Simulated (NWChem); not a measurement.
# One shape, several levels: C2H5O2 (SMILES [O]CCO)

Aim: a comparison of 3 runs (UHF/def2-SVP, UPBE0/def2-SVP, UB2PLYP/6-311+G**) of C2H5O2. 

The calculation is run with NWChem 7.3.0.

## (1) The system as given

C2H5O2 has 9 atoms, charge 0, and is taken as a doublet. SMILES: `[O]CCO`. Geometry: relaxed at GFN2-xTB. This is one conformer, not always the lowest.

Bond lengths: O1–C2 1.301 Å, C2–C3 1.624 Å, C3–O4 1.367 Å, C2–H5 1.109 Å, C2–H6 1.108 Å, C3–H7 1.095 Å, C3–H8 1.090 Å, O4–H9 0.968 Å. Some angles: O1–C2–C3 108.2°, C2–C3–O4 110.6°, O1–C2–H5 114.5°, O1–C2–H6 114.7°, C3–C2–H5 102.9°, C3–C2–H6 104.0°, C2–C3–H7 105.4°, C2–C3–H8 107.4°, O4–C3–H7 113.5°, O4–C3–H8 108.1°.

## (2) Energy and gradient at UHF/def2-SVP (run 1)

c2h5o2.xyz

```xyz
9

O     -1.047150     1.092480    -0.829260
C      0.185170     0.739390    -0.610050
C      0.173790    -0.668190     0.200420
O     -0.355510    -0.499110     1.449740
H      0.763520     0.493690    -1.524220
H      0.752180     1.424200     0.050700
H     -0.398210    -1.359640    -0.426720
H      1.209680    -0.989740     0.311730
H     -1.283470    -0.233090     1.377670
```

run.py

```python
from ase.io import read
from ase.calculators.nwchem import NWChem

atoms = read('c2h5o2.xyz')

calc = NWChem(
    label='c2h5o2',
    theory='scf',
    memory='2200 mb',
    basis='def2-SVP',
    basispar='spherical bse',
    scf={'nopen': '1', 'uhf': None, 'thresh': '1e-08', 'maxiter': '80', 'print': 'low'},
)
atoms.calc = calc

forces = atoms.get_forces()
print(f"energy = {atoms.get_potential_energy():.6f} eV")
print("forces (eV/A):")
for s, f in zip(atoms.symbols, forces):
    print(f"{s:2s} {f[0]:10.5f} {f[1]:10.5f} {f[2]:10.5f}")
```

Command:

```sh
$ export ASE_NWCHEM_COMMAND="nwchem PREFIX.nwi > PREFIX.nwo"
$ python run.py
```

Output:

```text
energy = -6207.608747 eV
forces (eV/A):
O    -2.42095    0.75446   -0.30529
C     3.42013   -2.53130    1.04592
C    -0.24976    1.80358   -1.11452
O    -1.54030    0.15046    0.46295
H    -0.17962    0.50970    0.16069
H    -0.34062   -0.03558   -0.40048
H     0.19787   -0.26025    0.18805
H    -0.13992   -0.05852   -0.18322
H     1.25310   -0.33255    0.14583
```

The calculator wrote c2h5o2.nwi:

```
title "c2h5o2"

permanent_dir c2h5o2

scratch_dir c2h5o2

start c2h5o2

geometry units angstrom nocenter noautosym noautoz
  O  -1.0471500000000000e+00 1.0924799999999999e+00 -8.2926000000000000e-01
  C  1.8517000000000000e-01 7.3938999999999999e-01 -6.1004999999999998e-01
  C  1.7379000000000000e-01 -6.6818999999999995e-01 2.0041999999999999e-01
  O  -3.5550999999999999e-01 -4.9911000000000000e-01 1.4497400000000000e+00
  H  7.6351999999999998e-01 4.9369000000000002e-01 -1.5242199999999999e+00
  H  7.5217999999999996e-01 1.4241999999999999e+00 5.0700000000000002e-02
  H  -3.9821000000000001e-01 -1.3596400000000000e+00 -4.2671999999999999e-01
  H  1.2096800000000001e+00 -9.8973999999999995e-01 3.1173000000000001e-01
  H  -1.2834700000000001e+00 -2.3308999999999999e-01 1.3776700000000000e+00
end

memory 2200 mb

basis spherical bse noprint
   * library def2-SVP
end

scf
  nopen 1
  uhf
  thresh 1e-08
  maxiter 80
  print low
end

task scf gradient
```

c2h5o2.nwo:

```text
Northwest Computational Chemistry Package (NWChem) 7.3.0
             --------------------------------------------------------

           Job information
           ---------------

    nwchem branch   = 7.3.0
    use scalapack   = T
    input           = c2h5o2.nwi
    prefix          = c2h5o2.
    data base       = c2h5o2/c2h5o2.db
    status          = startup
    nproc           =        1

           Memory information
           ------------------

    heap     =     72089594 doubles =      550.0 Mbytes
    stack    =     72089599 doubles =      550.0 Mbytes
    global   =    144179200 doubles =     1100.0 Mbytes (distinct from heap & stack)
    total    =    288358393 doubles =     2200.0 Mbytes
    verify   = yes
    hardfail = no

[... 37 lines left out ...]
            Nuclear Dipole moment (a.u.)
[... 72 lines left out ...]
  ga_iter_lsolve: convergence stagnant ... aborting solve
  ga_iter_lsolve: convergence stagnant ... aborting solve
[... 1 line left out ...]
       Final UHF  results
[... 2 lines left out ...]
         Total SCF energy =   -228.125415636899
      One electron energy =   -560.134406826285
      Two electron energy =    206.822077336283
 Nuclear repulsion energy =    125.186913853103
[... 1 line left out ...]
                       Sz =      0.5000
                 Sz(Sz+1) =      0.7500
                      S^2 =      0.7645

        Time for solution =     42.3s

                              NWChem Gradients Module
                              -----------------------

                         UHF ENERGY GRADIENTS

    atom               coordinates                        gradient
                 x          y          z           x          y          z
   1 O      -1.978827   2.064488  -1.567074    0.047080  -0.014672   0.005937
   2 C       0.349921   1.397244  -1.152827   -0.066511   0.049226  -0.020340
   3 C       0.328415  -1.262696   0.378739    0.004857  -0.035074   0.021674
[... 5 lines of this table left out ...]
   9 H      -2.425407  -0.440476   2.603419   -0.024369   0.006467  -0.002836

 Task  times  cpu:       43.7s     wall:       43.7s
 Total times  cpu:       43.8s     wall:       43.8s
```

It took 45 s on 1 thread of Intel Xeon Platinum 8488C (Sapphire Rapids), shared host; peak memory 0.1 GiB.

## (3) Energy and gradient at UPBE0/def2-SVP (run 2)

c2h5o2.nw

```
start c2h5o2
title "C2H5O2"
memory total 2200 mb

geometry noautosym nocenter noautoz
O    -1.047150    1.092480   -0.829260
C     0.185170    0.739390   -0.610050
C     0.173790   -0.668190    0.200420
O    -0.355510   -0.499110    1.449740
H     0.763520    0.493690   -1.524220
H     0.752180    1.424200    0.050700
H    -0.398210   -1.359640   -0.426720
H     1.209680   -0.989740    0.311730
H    -1.283470   -0.233090    1.377670
end

basis spherical bse
O library def2-SVP
C library def2-SVP
H library def2-SVP
end

dft
xc pbe0
mult 2
grid xfine
convergence energy 1e-08
iterations 100
mulliken
noprint "final vectors analysis"
end

task dft gradient
```

Command:

```sh
$ nwchem c2h5o2.nw > c2h5o2.out
```

Output:

```text
[...]
          Wavefunction type:  spin polarized.
          No. of atoms     :     9
          No. of electrons :    33
[...]
          Charge           :     0
          Spin multiplicity:     2
[...]
          AO basis - number of functions:    81
[...]
              XC Information
              --------------
                         PBE0 Method XC Functional
                     Hartree-Fock (Exact) Exchange  0.250
          PerdewBurkeErnzerhof Exchange Functional  0.750
            Perdew 1991 LDA Correlation Functional  1.000 local
           PerdewBurkeErnz. Correlation Functional  1.000 non-local
[...]
 d= 0,ls=0.0,diis     1   -228.9961838373 -3.54D+02  1.30D-02  2.45D-01     5.1
[...]
 d= 0,ls=0.0,diis    18   -229.1506154337 -1.51D-10  3.84D-08  3.93D-12    90.9
[...]
         Total DFT energy =     -229.150615433710
      One electron energy =     -560.533175216070
           Coulomb energy =      235.808301308212
    Exchange-Corr. energy =      -29.612655378956
 Nuclear repulsion energy =      125.186913853104
[...]
      <S2> =      0.7556 (Exact =     0.7500)
[...]
  wavefunction    = open shell
                         DFT ENERGY GRADIENTS
    atom               coordinates                        gradient
                 x          y          z           x          y          z
   1 O      -1.978827   2.064488  -1.567074    0.022213  -0.003681   0.000115
   2 C       0.349921   1.397244  -1.152827   -0.021560   0.017870  -0.002305
   3 C       0.328415  -1.262696   0.378739    0.010581  -0.021593   0.003300
   4 O      -0.671816  -0.943181   2.739611    0.005410   0.001301  -0.010719
   5 H       1.442844   0.932939  -2.880358   -0.004464  -0.001254   0.003415
   6 H       1.421414   2.691348   0.095809   -0.002210  -0.000928  -0.002671
   7 H      -0.752508  -2.569347  -0.806384    0.000430   0.006007   0.004284
   8 H       2.285964  -1.870337   0.589084   -0.006021   0.001453   0.002586
   9 H      -2.425407  -0.440476   2.603419   -0.004378   0.000825   0.001995
[...]
```

Wall time 99 s (1 thread of Intel Xeon Platinum 8488C (Sapphire Rapids), shared host); peak memory 0.14 GiB.

## (4) The energy at UB2PLYP/6-311+G(d,p) (run 3)

c2h5o2.nw

```
start c2h5o2
title "C2H5O2 B2PLYP"
memory 2200 mb

geometry noautosym nocenter noautoz
O       -1.047150       1.092480      -0.829260
C        0.185170       0.739390      -0.610050
C        0.173790      -0.668190       0.200420
O       -0.355510      -0.499110       1.449740
H        0.763520       0.493690      -1.524220
H        0.752180       1.424200       0.050700
H       -0.398210      -1.359640      -0.426720
H        1.209680      -0.989740       0.311730
H       -1.283470      -0.233090       1.377670
end

basis spherical bse
O library 6-311+G**
C library 6-311+G**
H library 6-311+G**
end

dft
xc hfexch 0.53 becke88 0.47 lyp 0.73 mp2 0.27
dftmp2 semidirect
mult 2
grid fine
convergence energy 1e-08
iterations 100
mulliken
end

mp2
freeze core 4
end

task dft energy
```

Command:

```sh
$ nwchem c2h5o2.nw > c2h5o2.out
```

Output:

```text
[...]
          Wavefunction type:  spin polarized.
          No. of atoms     :     9
          No. of electrons :    33
[...]
          Charge           :     0
          Spin multiplicity:     2
[...]
          AO basis - number of functions:   118
[...]
              XC Information
              --------------
                     Hartree-Fock (Exact) Exchange  0.530
                    Becke 1988 Exchange Functional  0.470
              Lee-Yang-Parr Correlation Functional  0.730
[...]
 d= 0,ls=0.0,diis     1   -229.0563333298 -3.54D+02  6.15D-03  2.55D-01     4.3
[...]
 d= 0,ls=0.0,diis    20   -229.2204217813 -1.35D-09  7.97D-08  5.28D-11    76.6
[...]
         Total DFT energy =     -229.220421781295
      One electron energy =     -560.609307796396
           Coulomb energy =      235.691604821213
    Exchange-Corr. energy =      -29.489632659215
 Nuclear repulsion energy =      125.186913853104
[...]
      Total Density - Mulliken Population Analysis
     ---------------------------------------------
    Atom       Charge   Shell Charges
 -----------   ------   -------------------------------------------------------
    1 O    8     8.17   1.08  0.91  0.94  1.03  1.98  0.89  1.33 -0.02  0.01  0.01
    2 C    6     6.22   1.10  0.89  0.61  0.75  1.52  0.42  0.68  0.11  0.02  0.11
    3 C    6     6.13   1.10  0.89  0.60  0.75  1.49  0.45  0.69  0.04  0.00  0.11
    4 O    8     8.31   1.08  0.91  0.96  0.99  2.09  0.82  1.46 -0.05  0.03  0.01
    5 H    1     0.88   0.27  0.51  0.08  0.02
    6 H    1     0.86   0.27  0.50  0.07  0.02
    7 H    1     0.86   0.28  0.49  0.07  0.02
    8 H    1     0.84   0.27  0.49  0.05  0.02
    9 H    1     0.74   0.26  0.37  0.04  0.07
[...]
      <S2> =      0.7604 (Exact =     0.7500)
[...]
  Basis functions       =    118
[...]
```

It took 89 s on 1 thread of Intel Xeon Platinum 8488C (Sapphire Rapids), shared host; peak memory 0.45 GiB.

## (5) Overview of the runs

```
run              level  iteration cap  module  energy (Eh)   ⟨S²⟩  largest force (eV/Å)  wall time
  1       UHF/def2-SVP             80     scf  -228.125416  0.764                 4.382       45 s
  2     UPBE0/def2-SVP            100     dft  -229.150615  0.756                 1.445       99 s
  3  UB2PLYP/6-311+G**            100     dft  -229.440718  0.760                     –       89 s
```

## (6) Outcome

| quantity | value |
| --- | --- |
| run 3: total energy | -229.44072 Eh |
| run 3: dipole moment (SCF part) | 1.38 D |
| run 3: HOMO energy (SCF part's orbitals) (highest over α and β) | -9.29 eV |
| run 3: LUMO energy (SCF part's orbitals) (lowest over α and β) | -1.84 eV |
| run 3: ⟨S²⟩ | 0.760 |

What this shows: Totals of different functionals can't be ranked against each other. All runs together took 3.9 min, the longest 99 s.
